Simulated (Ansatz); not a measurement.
**AlH+ (doublet): the correlation ladder at distance Al1–H2 = 1.279 Å, cc-pVQZ**

The task here is to estimate one member of a computed series from the others.

Computed with Ansatz 0.2.0, Gaussian basis. Level: cc-pVQZ, core rule «outside noble gas», up to 5 orbitals frozen.

To be run: UHF; CCSD(T) on ROHF; CCSD(T) on UHF; BCCD(T) on ROHF; CCSDT on ROHF; CCSDT on UHF; Full CI.

27 further runs of the same task are left out: 4 for a known fault of the program, 17 that didn't finish, 6 set aside as unsound or not needed.

### The system

The geometry derives from a PBE0/def2-TZVP stationary point (not a proven minimum). One bond is set to the value named and the two fragments are kept rigid.

2 atoms, charge 1, spin multiplicity 2.

Atoms are counted from 1 here; the program's logs count them from 0.

Bond lengths: Al1–H2 1.279 Å.

As a file:

| atom | x (Å) | y (Å) | z (Å) |
| --- | --- | --- | --- |
| Al1 | 0.00000 | 0.00000 | 0.00000 |
| H2 | 0.00000 | 0.00000 | 1.27900 |

Set-up of the first run:

File in.yaml:

```yaml
crystal:
  periodic: [false, false, false]
  atoms:
    - {symbol: Al, position_ang: [0.000000, 0.000000, 0.000000]}
    - {symbol: H, position_ang: [0.000000, 0.000000, 1.279000]}
basis:
  gaussian: {orbitals: cc-pVQZ}
total_charge: 1
magnetization: {spin_polarized: true, initial_magnetization: 1}
hamiltonian: {xc: hf}
output: {orbitals: {seedname: orbitals}}
```

Run with:

```sh
ansatz run in.yaml --threads 1 --pin off --events-out ev --progress --plain --max-ram 2393MiB
```

Steps of the session up to this table: UHF; CCSD(T) on ROHF; CCSD(T) on UHF; BCCD(T) on ROHF; CCSDT on ROHF; CCSDT on UHF; Full CI.

One of the session's tables, all rows but one given; the rest of the session is left out.

```
  method  from FCI (kJ/mol)
    ROHF             +125.8
     UHF                  ?
    RMP2              +28.5
    UMP2              +27.2
   RCCSD               +2.1
   UCCSD               +1.7
RCCSD(T)               +0.5
UCCSD(T)               +0.3
 BCCD(T)               +0.5
  RCCSDT                0.0
  UCCSDT               -0.2
     FCI                  0
```

Q: Estimate the row for UHF from the others.

**Answer.** from FCI (kJ/mol): +121.6. In the column «from FCI (kJ/mol)» it lies between RMP2 (+28.5) and ROHF (+125.8).

Caveats from the session: Levels on UHF freeze UHF's core orbitals, full CI those of ROHF, so the U rows can settle a little off it for that reason alone. Restricted and unrestricted rows rest on different reference determinants; where their highest levels disagree by more than a few hundredths of an eV, they describe different states and don't form one ladder.
